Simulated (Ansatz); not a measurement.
Compare A (`C=C(Cl)C(C)O`) with its isomer B (`C=C(Cl)OCC`).

Program: Ansatz. Geometries: PBE0-D4/def2-TZVP. ΔE: electronic, gas phase. CCSD(T)/CBS adds triple-zeta CCSD(T) − MP2 to the extrapolated MP2 energy (def2 sets, frozen cores). Functionals use def2-TZVPP. One conformer a species, not always the lowest.

(1) Which is lower in electronic energy at CCSD(T)/CBS, and by how much? (Best estimate.)

(2) Give E(B) − E(A) in kcal/mol with HF/def2-TZVPP, MP2/def2-TZVPP, PBE-D4, PBE0-D4, r2SCAN-D4, CCSD/def2-TZVPP, ωB97M-V. (Best estimate.)

Largest T1 diagnostic: 0.011.

Answers

(1) Ansatz gave: A, by 8.5 kcal/mol.

(2) The calculation gave: HF/def2-TZVPP 5.4, MP2/def2-TZVPP 8.8, PBE-D4 5.0, PBE0-D4 6.3, r2SCAN-D4 5.3, CCSD/def2-TZVPP 8.0, ωB97M-V 7.0. None reverses the order clearly.

The D4 term adds +1.1 kcal/mol with B3LYP and +0.6 kcal/mol with PBE0; it sums over pairs of atoms, weighted by their polarisabilities, and B3LYP, whose exchange is more repulsive, gets the larger term. In def2-TZVPP, CCSD(T) changes the Hartree–Fock value by +2.5 kcal/mol (the triples alone add −0.1 kcal/mol) and MP2 by +3.4 kcal/mol.

B3LYP here is the variant with VWN-RPA as its local correlation; programs differ in this.
